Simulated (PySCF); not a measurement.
## [S3]+: from structure and modes to constants

Computed with PySCF, UPBE0, basis S def2-TZVP (no relativity, density fitting).

The doublet minimum has C2v symmetry. Masses (u): S 31.97207.

```xyz
3
charge 1 multiplicity 2, angstrom
S     0.5569   -0.9718    0.0000
S    -1.2077   -0.0466    0.0000
S     0.6508    1.0184    0.0000
```

Harmonic wavenumbers (cm⁻¹): 168.0 (b2, ×1), 451.9 (a1, ×1), 686.8 (a1, ×1).

(1) Find the principal moments of inertia and the rotational constants. What kind of rotor is it?

(2) What is the harmonic zero-point energy?

Results:

(1) About the centre of mass I = 60.16, 73.352, 133.51 u Å². With B = 16.8576/I this gives 0.2802, 0.2298, 0.1263 cm⁻¹. The molecule is an asymmetric top with κ = 0.35.

(2) Half the sum of all 3 wavenumbers, 1307/2 = 653 cm⁻¹, which is 7.8 kJ/mol (1 cm⁻¹ = 0.0119627 kJ/mol).

This need not be the most stable arrangement of these atoms.
